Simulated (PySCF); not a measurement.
One of the candidates below gave these computed data.

All candidates are C3H3F3.

| technique | computed result |
| --- | --- |
| 13C NMR | chemical shifts (computed TMS as zero) by class: 169.2 (1 C), 84.3 (1 C), 79.3 (1 C) ppm [GIAO PBE0/pcSseg-1] |
| Triplet | lowest triplet excitation (Tamm–Dancoff): 4.61 eV [TDA CAM-B3LYP/def2-SVPD] |
| UV, first state | lowest singlet excitation: 7.28 eV (170 nm, f = 0.025) [TDDFT CAM-B3LYP/def2-SVPD] |
| Rotational structure | rotational constants A, B, C: 8.727, 1.814, 1.571 GHz [GFN2-xTB] |
| NMR, other nuclei | isotropic shieldings of nuclei other than C and H, by class: 253 (1 F), 256 (1 F), 418 (1 F) ppm [GIAO PBE0/pcSseg-1] |
| XPS | C1s 291.4, C1s 293.7, C1s 295.8, F1s 692.6, F1s 694.3, F1s 694.4 eV [ΔSCF SCAN, pcX-2 on the ionised atom, pcseg-1 elsewhere, spin-free X2C] |
| Polarisability | 40.3 au [CAM-B3LYP/def2-SVPD] |
| UV, strongest line | among the 8 lowest singlet transitions: S2 at 7.67 eV (162 nm, f = 0.372) [TDDFT CAM-B3LYP/def2-SVPD] |
| Dipole | 1.21 D [CAM-B3LYP/def2-SVPD] |

Electronic properties: PySCF, gas phase, density fitting. Levels stand in brackets. The structure is a single GFN2-xTB conformer in the gas phase; no vibrational or solvent corrections. NMR values are class means; diastereotopic atoms form classes of their own.

**Question.** Which candidate is it?
A. `F/C=C(\F)CF`
B. `FCC=C(F)F`
C. `C=C(F)C(F)F`

**Answer.** B. It is `FCC=C(F)F`. Numbering: `[F:1][CH2:2][CH:3]=[C:4]([F:5])[F:6]`. Its formula, C3H3F3, gives 1 degree of unsaturation: 0 rings and 1 π bond in the structure found. 3 carbons fall into 3 classes; from least to most shielded: =CF2 carbon [C4] (169.2 ppm), alkene CH carbon [C3] (84.3 ppm), sp3 C–F carbon [C2] (79.3 ppm). The other shieldings belong to: 253 ppm, vinyl fluorine [F6]; 256 ppm, vinyl fluorine [F5]; 418 ppm, alkyl fluorine [F1]. The core levels belong to: C1s 291.4 eV, alkene CH carbon [C3]; C1s 293.7 eV, sp3 C–F carbon [C2]; C1s 295.8 eV, =CF2 carbon [C4]; F1s 692.6 eV, alkyl fluorine [F1]; F1s 694.3 eV, vinyl fluorine [F6]; F1s 694.4 eV, vinyl fluorine [F5]. The optimised geometry has point group C1 and is an asymmetric top.

The others, at the same levels:
- `F/C=C(\F)CF` fails: its computed 13C shifts are 152.8 (1 C), 142.8 (1 C), 81.0 (1 C) ppm, core binding energies are C1s 293.2, C1s 293.5, C1s 294.2, F1s 693.5, F1s 693.5, F1s 693.7 eV and lowest singlet excitation is 6.50 eV (191 nm, f = 0.010) (against 7.28 eV).
- `C=C(F)C(F)F` fails: its computed 13C shifts are 173.9 (1 C), 117.6 (1 C), 103.0 (1 C) ppm, core binding energies are C1s 291.2, C1s 293.7, C1s 296.3, F1s 693.6 (×2), F1s 693.7 eV and lowest triplet excitation (Tamm–Dancoff) is 4.18 eV (against 4.61 eV).

Each candidate is one conformer, not necessarily the lowest. The conformers computed, where there is a choice (atom-mapped SMILES and torsion angles):
- `[F:1][CH2:2][CH:3]=[C:4]([F:5])[F:6]`: F1–C2–C3–C4 134°
- `[F:1]/[CH:2]=[C:3](\[F:4])[CH2:5][F:6]`: C2–C3–C5–F6 0°
- `[CH2:1]=[C:2]([F:3])[CH:4]([F:5])[F:6]`: C1–C2–C4–F5 53°
